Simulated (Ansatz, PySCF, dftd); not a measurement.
System: C2H6N, charge 0, doublet. C2H6N (SMILES C[N]C, doublet).
B3LYP-D3(BJ)/def2-TZVP minimum from Ansatz (a program for electronic structure):
```xyz
9

C     -0.0072    -0.1765     1.1888
N      0.0467     0.6303     0.0038
C     -0.0178    -0.1612    -1.1908
H      0.8224    -0.8999     1.2161
H      0.0434     0.4479     2.0804
H     -0.9339    -0.7700     1.2248
H      0.8114    -0.8842    -1.2349
H      0.0249     0.4745    -2.0748
H     -0.9449    -0.7542    -1.2262
```
Charge 0, spin multiplicity 2.

Quantity: enthalpy of formation at 298 K (by atomisation, with ideal-gas terms from PySCF's Hessian at B3LYP-D3(BJ)/def2-TZVP and the atoms' measured values of the G2/97 table; no spin-orbit terms), in kJ/mol. Radicals and triplets start from unrestricted determinants; spin-orbit coupling is neglected. Correlated methods leave the cores frozen. Rows without X2C or -DK are non-relativistic. CBS(X,Y): correlation extrapolated as X^-3, Hartree-Fock from the larger set. A bracket is a step between two methods taken in the basis named. The functionals are non-relativistic, so their misses hold any scalar relativity. Double hybrids freeze cores in their MP2 part. 'core' is core correlation in cc-pwCVTZ, 'X2C' scalar relativity in cc-pVTZ-DK, both at CCSD(T). Where a partner has so few electrons that a lower coupled-cluster level is exact, that level stands in.

| level | program | enthalpy of formation at 298 K (kJ/mol) | difference against the last row |
|---|---|---|---|
| HF/aug-cc-pVDZ | Ansatz | 1059.0 | 902.8 |
| HF/cc-pVQZ | Ansatz | 1019.6 | 863.4 |
| B2PLYP-D4/def2-TZVPD | Ansatz + dftd4 | 182.1 | 25.9 |
| MP2/aug-cc-pVTZ | Ansatz | 224.4 | 68.2 |
| CCSDT(Q)/cc-pVDZ | Ansatz | 407.3 | 251.1 |
| CCSD(T)/CBS(cc-pVTZ,cc-pVQZ) + [CCSDT(Q) - CCSD(T)]/cc-pVDZ + core + X2C | Ansatz | 156.2 | 0.0 |
